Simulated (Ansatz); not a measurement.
Q: Name a neutral molecule of Al, O and H with zero-point energy (PBE0-D4/def2-TZVP) between 109 and 125 kJ/mol and HOMO–LUMO gap (PBE/def2-TZVPP) between 4.70 and 5.00 eV (Ansatz, PBE0-D4/def2-TZVP geometry).

A: `[OH2+][AlH3-]` (117.9 kJ/mol, 4.70 eV). Other molecules can fit too; these were computed, each in one conformer that needn't be the lowest.
